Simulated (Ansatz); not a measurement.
Harmonic frequencies (cm⁻¹) at PBE0-D4/def2-TZVP from Ansatz: 539, 539, 900, 2156.

Q: Which molecule is it?
A. `[SiH2]`
B. `Cl[C]Cl`
C. `O=C=S`
D. `F[C]F`

A: C.
